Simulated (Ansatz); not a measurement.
# SiHF (triplet): from Hartree-Fock to the top rungs, cc-pVDZ

Aim: climb from Hartree-Fock through coupled cluster for SiHF (triplet) at one geometry and basis, and see what each rung misses.

Method: cc-pVDZ, core rule «outside noble gas», up to 6 orbitals frozen; program: Ansatz 0.2.0, Gaussian basis.

Plan: UHF; CCSD(T) on ROHF; CCSD(T) on UHF; BCCD(T) on ROHF; CISD; CCSDT(Q) on ROHF; CCSDT(Q) on UHF.

37 further runs of the same task are left out: 14 for a known fault of the program, 12 that didn't finish, 11 set aside as unsound or not needed.

## Step 1: What is computed

The geometry is a PBE0/def2-TZVP stationary point (not a proven minimum).

3 atoms, charge 0, spin multiplicity 3.

Atoms are counted from 1 here; the program's logs count them from 0.

Bond lengths: Si1–F2 1.606 Å, Si1–H3 1.493 Å. Angles: F2–Si1–H3 114.0°.

## Step 2: UHF

The input, in.yaml:

```yaml
crystal:
  periodic: [false, false, false]
  atoms:
    - {symbol: Si, position_ang: [0.000000, -0.099697, 0.614355]}
    - {symbol: F, position_ang: [0.000000, 0.084478, -0.981128]}
    - {symbol: H, position_ang: [0.000000, 1.185681, 1.374490]}
basis:
  gaussian: {orbitals: cc-pVDZ}
magnetization: {spin_polarized: true, initial_magnetization: 2}
hamiltonian: {xc: hf}
output: {orbitals: {seedname: orbitals}}
```

The run is started by

```
$ ansatz run in.yaml --threads 1 --pin off --events-out ev --progress --plain --max-ram 2393MiB
```

Further steps of the session: CCSD(T) on ROHF; CCSD(T) on UHF; BCCD(T) on ROHF; CISD; CCSDT(Q) on ROHF; CCSDT(Q) on UHF.

**Question.** What will the summary of the whole plan be? Wanted: UCCSDT(Q) below the RHF energy; RMP2 from UCCSDT(Q); UMP2 from UCCSDT(Q); RCCSD from UCCSDT(Q); RCCSD(T) from UCCSDT(Q); UCCSD(T) from UCCSDT(Q); RCCSDT(Q) from UCCSDT(Q); T1 diagnostic.

As calculated:

| quantity | value |
| --- | --- |
| UCCSDT(Q) below the RHF energy | -7.4403 eV |
| RMP2 from UCCSDT(Q) | +56.7 kJ/mol |
| UMP2 from UCCSDT(Q) | +55.9 kJ/mol |
| RCCSD from UCCSDT(Q) | +15.6 kJ/mol |
| RCCSD(T) from UCCSDT(Q) | +3.1 kJ/mol |
| UCCSD(T) from UCCSDT(Q) | +3.0 kJ/mol |
| RCCSDT(Q) from UCCSDT(Q) | +0.2 kJ/mol |
| levels within 1 kcal/mol (43 meV) | RCCSD(T), UCCSD(T), BCCD(T), RCCSDT, UCCSDT, RCCSDT(Q) |
| T1 diagnostic | 0.022 |

**Reading.** RCCSD(T) lands +3.1 kJ/mol from the yardstick (0.4 % of the correlation energy). These misses are within one basis, not against nature; the frozen cores of restricted and unrestricted runs differ, which can shift their rows.
